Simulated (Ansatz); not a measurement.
# N₂H₂ (triplet): the correlation ladder, def2-TZVPP

The task here is to estimate one member of a computed series from the others.

Computed with Ansatz 0.2.0, Gaussian basis. Level: def2-TZVPP, core rule «outside noble gas», up to 2 orbitals frozen.

Plan: UHF; ROHF; CCSD(T) on UHF.

2 further runs of the same task are left out: 2 set aside as unsound or not needed.

## The geometry

The geometry is a PBE0/def2-TZVP stationary point (not a proven minimum) of the parent state, kept for this charge and spin.

4 atoms, charge 0, spin multiplicity 3.

Atoms are counted from 1 here; the program's logs count them from 0.

Bond lengths: N1–N2 1.230 Å, N1–H3 1.033 Å, N2–H4 1.033 Å. Angles: N2–N1–H3 106.9°, N1–N2–H4 106.9°.

The first run:

File in.yaml:

```yaml
crystal:
  periodic: [false, false, false]
  atoms:
    - {symbol: N, position_ang: [0.000000, -0.189138, 0.585327]}
    - {symbol: N, position_ang: [0.000000, 0.189138, -0.585327]}
    - {symbol: H, position_ang: [0.000000, 0.659783, 1.174555]}
    - {symbol: H, position_ang: [0.000000, -0.659783, -1.174555]}
basis:
  gaussian: {orbitals: def2-TZVPP}
magnetization: {spin_polarized: true, initial_magnetization: 2}
hamiltonian: {xc: hf}
output: {orbitals: {seedname: orbitals}}
```

On the command line:

```console
> ansatz run in.yaml --threads 1 --pin off --events-out ev --progress --plain --max-ram 4096MiB --backend cpu
```

Steps of the session up to this table: UHF; ROHF; CCSD(T) on UHF.

One table of the session follows, with a row left open; its other results are not shown here.

It belongs to the step «Misses and costs». 

| method | from UCCSD(T) (kcal/mol) |
| --- | --- |
| ROHF | +269.04 |
| UHF | +259.01 |
| UMP2 | +19.04 |
| UCCSD | ? |
| UCCSD(T) | 0 |

**Question.** Estimate the row for UCCSD.

The run gave: from UCCSD(T) (kcal/mol): +10.50. In the column «from UCCSD(T) (kcal/mol)» it lies between UCCSD(T) (0) and UMP2 (+19.04).
